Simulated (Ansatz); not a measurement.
Run this with the Ansatz DFT code, driven from Python and show what comes out.

The script, `cas_fmg.py`:
```python
"""Active-space calculation on FMg(+)."""

import ansatz as az

GEOMETRY = """
Mg    0.00000    0.00000    0.00000
F     0.00000    0.00000    2.07000
"""

system = az.Crystal.molecule()
for line in GEOMETRY.strip().splitlines():
    symbol, *xyz = line.split()
    system = system.atom(symbol, [float(v) for v in xyz])

model = (
    system.calculation()
    .basis(gaussian="6-31G*")
    .charge(1)
    .scf(lower_state_search="standard")
    .correlation(active_electrons=4, active_orbitals=5)
)
for method in [None, "sc_nevpt2", "fic_mrcisd_q"]:
    data = (model if method is None else model.correlation(method)).run().report
    space = data["configurations"]
    state = space["states"][0]
    print(method or "casscf", f"total {data['free_energy_ev'] / 27.211386246:.6f} Ha, active-space state {state['energy']['hartree']:.6f} Ha, mean field {data['reference_energy_ev'] / 27.211386246:.6f} Ha")
    print("  determinants", state["n_determinants"], " natural occupations", [round(n, 3) for n in space["natural_occupations"]])
print("effectively unpaired electrons, sum of min(n, 2 - n):", round(sum(min(n, 2 - n) for n in space["natural_occupations"]), 3))
```

Output of `python cas_fmg.py`:
```text
casscf total -298.819242 Ha, active-space state -298.819242 Ha, mean field -298.756749 Ha
  determinants 100  natural occupations [1.979, 1.963, 0.037, 0.019, 0.001]
sc_nevpt2 total -298.961060 Ha, active-space state -298.819241 Ha, mean field -298.756749 Ha
  determinants 52  natural occupations [1.979, 1.963, 0.037, 0.019, 0.001]
fic_mrcisd_q total -298.970260 Ha, active-space state -298.819241 Ha, mean field -298.756749 Ha
  determinants 52  natural occupations [1.979, 1.963, 0.037, 0.019, 0.001]
effectively unpaired electrons, sum of min(n, 2 - n): 0.115
```

Notes:
- These settings explore the input space; basis and method may be short of convergence.
- The geometry is a force-field or estimated start, not a minimum of this method, and the basis set is short of its limit. The active space starts as a window about the frontier orbitals and is then optimised, not chosen by chemistry.
- The spin state was assumed, and another may lie lower.
- Finished in 5.6 s on 1 thread of Arm Neoverse V1 (shared host), peak memory 0.16 GiB.
